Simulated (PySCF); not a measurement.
# S2S2: singlet, from a linear X-M-M-X start

The task is one start of a wider search on S2S2: the singlet, built as linear X-M-M-X. It is relaxed, tested by its Hessian and followed downhill if it is a saddle.

Program: PySCF 2.14.0. Level of theory: PBE0, basis S def2-TZVP, no relativity, density fitting. These are calculated values, not measurements.

4 atoms, charge 0, spin multiplicity 1.

Bond lengths: S1–S2 2.060 Å, S1–S3 2.060 Å, S2–S4 2.060 Å. Angles: S2–S1–S3 180.0°, S1–S2–S4 180.0°.

```xyz
4
charge 0 multiplicity 1
S     0.0000    0.0000    1.0300
S     0.0000    0.0000   -1.0300
S     0.0000    0.0000    3.0900
S     0.0000    0.0000   -3.0900
```

| quantity | value |
| --- | --- |
| minimum | singlet, C2v |
| geometry | S–S 1.897 Å (×2), S–S 2.074 Å; S–S–S 106.9° (×2) |
| wavenumbers (cm⁻¹) | 118 (a1), 225 (a2), 347 (b2), 419 (a1), 681 (b2), 712 (a1) |
| dipole moment | 1.44 D |
| highest occupied, lowest empty level | -6.83, -4.16 eV |
| polar-tensor charge of S1 | +0.20 e |
| zero-point energy | 15.0 kJ/mol |
| entropy at 298.15 K | 310.7 J/(mol K) |
| atomisation energy (no zero-point energy) | 965 kJ/mol |

What this shows: The linear X-M-M-X start (D∞h) ends in a minimum of C2v symmetry, after a first stop at a second-order saddle point 166.3 kJ/mol higher, from which it was pushed off along an imaginary mode. The strongest infrared band lies at 681 cm⁻¹ (b2). Other starts or spin states, not run here, may lie lower.

Which input would start the first run of this session?

One input that does so (others would too):

The steps below are one call of a driver around PySCF. For each, scf.py gives the equivalent set-up of the SCF; relaxations use the driver's own optimiser. After this first run the driver tries any further starts and a stability analysis.

Input file scf.py:

```python
from pyscf import gto, scf, dft
mol = gto.M(atom='''
S      0.000000     0.000000     1.030000
S      0.000000     0.000000    -1.030000
S      0.000000     0.000000     3.090000
S      0.000000     0.000000    -3.090000''',
    basis={'S': 'def2-TZVP'},
    charge=0, spin=0)
mf = dft.RKS(mol, xc='PBE0')
mf.grids.atom_grid = (50, 194)
aux = {'S': 'def2-universal-JKFIT'}
mf = mf.density_fit(auxbasis=aux)
mf.conv_tol = 1e-08
mf.diis_space = 10
mf.max_cycle = 60
mf.init_guess = 'minao'
mf.verbose = 4
mf.kernel()
```

Command:

```
$ OMP_NUM_THREADS=2 python axn.py task.json out
```
